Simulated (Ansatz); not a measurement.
## Property card for CaNiN

Computed with DFT r2SCAN, scalar-relativistic, plane waves, PAW (Ansatz 0.2.0).

Cutoff 500 eV; k points 10×10×6 on the computed 6-atom cell (Γ-centred); Gaussian smearing, width 0.10 eV; collinear spin from starting moments 0 0 0.59 0.59 0.19 0.19 μB.

The structure is relaxed at this level of theory with its symmetry kept. Whether it is the stable form of this composition wasn't checked.

```
CELL_PARAMETERS angstrom
3.55095 0.00000 0.00000
0.00000 3.55095 0.00000
0.00000 0.00000 6.98090
ATOMIC_POSITIONS crystal
Ca 0.00000 0.00000 0.25000
Ca 0.00000 0.00000 0.75000
Ni 0.50000 0.50000 0.00000
Ni 0.50000 0.50000 0.50000
N 0.00000 0.50000 0.00000
N 0.50000 0.00000 0.50000
```

```json
{"Space group": "P4_2/mmc (No. 131)", "Volume per atom": "14.67 Å³", "Formation energy from the elements' standard states (uncorrected)": "-0.755 eV/atom", "Generalised Kohn–Sham band gap": "none (metal)", "Density of states at the Fermi level": "3.87 states/eV per cell", "Löwdin character within 0.5 eV of the Fermi level": "Ni 3d 54 %, N 2p 33 %, unprojected 9 %", "Bader charges (e)": "Ca (2 in the cell) 1.44, Ni (2 in the cell) 0.10, N (2 in the cell) -1.54", "Total moment": "1.47 μB per cell", "Site moments (μB; atoms counted from 1 over the whole cell)": "Ni (atom 3) 0.54, Ni (atom 4) 0.54, N (atom 5) 0.17, N (atom 6) 0.17"}
```

The state reached may not be the lowest one. Moments started parallel, and an antiferromagnetic order may lie lower.

Only this magnetic start was tried.

Cost: 1 run of about 4.6 core-minutes, on Arm Neoverse V1 (shared hosts).